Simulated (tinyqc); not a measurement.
Worked calculation: RKS/BP86 in the sto-6g basis, for H2O, spin multiplicity 1. One step of it, computed by the program tinyqc.

Problem. Iteration 2: DIIS coefficients. Solve [B -1; -1 0][c; lambda] = [0; -1] for the coefficients, which sum to one.

B (overlaps of the stored error matrices):
```
                1               2
1   4.1380677e+00  -3.0816200e+00
2  -3.0816200e+00   3.0148660e+00
```

Give: DIIS coefficients.

Solution.

DIIS coefficients: 0.4578  0.5422
